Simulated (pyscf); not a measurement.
Cl–CH₂–CH₂–B(Cl)–Cl -> Cl–B(Cl)–Cl + H₂C=CH₂ (elimination; singlet surface; C–Cl, B–C broken, B–Cl formed). PySCF, gas phase, ωB97X-D3(BJ)/def2-SVP geometries. Energies in kcal/mol from the reactant's lowest minimum found.

```json
[
 {"level": "ωB97X-D3(BJ)/def2-TZVP", "barrier": "___", "reaction energy": "+8.6"},
 {"level": "PBE/def2-TZVP", "barrier": "24.6", "reaction energy": "+4.8"},
 {"level": "r²SCAN/def2-TZVP", "barrier": "25.6", "reaction energy": "+6.1"},
 {"level": "B3LYP-D3(BJ)/def2-TZVP", "barrier": "27.4", "reaction energy": "+4.5"},
 {"level": "M06-2X/def2-TZVP", "barrier": "29.1", "reaction energy": "+6.8"},
 {"level": "ωB97M-D3(BJ)/def2-TZVP", "barrier": "___", "reaction energy": "___"}
]
```

Question: Complete the blanks.

Answer: 
- ωB97X-D3(BJ)/def2-TZVP, barrier: 29.4
- ωB97M-D3(BJ)/def2-TZVP, barrier: 29.0
- ωB97M-D3(BJ)/def2-TZVP, reaction energy: +6.0

The functionals in the table span 4.8 kcal/mol in this barrier, from PBE to ωB97X-D3(BJ). One saddle was located; it need not be the lowest between these sides.
